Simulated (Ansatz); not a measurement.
Cubic perovskite BaTiO3 (cubic high-temperature phase) was calculated with r²SCAN-D4 in Ansatz (plane waves, PAW).

Settings: plane-wave cutoff 500 eV, 10×10×10 k mesh, gaussian smearing 0.02 eV, no spin polarisation, scalar-relativistic PAW data made under PBE.

Computed at the level's own relaxed cell.

Problem. Estimate the equilibrium volume per atom, lattice constant a and band gap that the calculation returns.

Solution. 
* **equilibrium volume per atom**: 12.67 Å³/atom
* **lattice constant a**: 3.986 Å
* **band gap**: 2.19 eV (on the SCF k mesh)

Measured, for comparison: band gap 3.2 eV (temperature not stated, no zero-point or thermal correction; as tabulated in Matsushita et al. (2011), arXiv:1104.2769).

Note: the relaxation could not lower the start's symmetry, so the cell can be a saddle point above a distorted one.

Spin–orbit coupling is not included.

The result took very roughly 26 core-seconds.

Ansatz is a first-principles code.
